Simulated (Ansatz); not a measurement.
A calculation with Ansatz (development build ahead of 0.2.0).

```yaml
crystal:
  periodic: [false, false, false]
  atoms:
    - { symbol: C, position_ang: [0.04923, -0.00385, -1.11149] }
    - { symbol: Cl, position_ang: [-0.02383, 0.03202, 0.62587] }
    - { symbol: H, position_ang: [0.01623, -1.06776, -1.51417] }
    - { symbol: H, position_ang: [-0.84774, 0.51897, -1.47858] }
    - { symbol: H, position_ang: [0.9417, 0.53118, -1.45856] }
basis:
  gaussian: { orbitals: "6-31G" }
hamiltonian:
  xc: hf
correlation:
  method: mp2
  frozen_orbitals: { C: 1, Cl: 5, H: 0 }
```

The input is written out in the form of the current development build from the run's settings.

Output:

```
Converged                       : yes
Reference energy                : -499.04711 hartree
Correlation energy              : -0.13660 hartree
Total energy                    : -499.18371 hartree
Spin squared of the determinant : 0.000
```
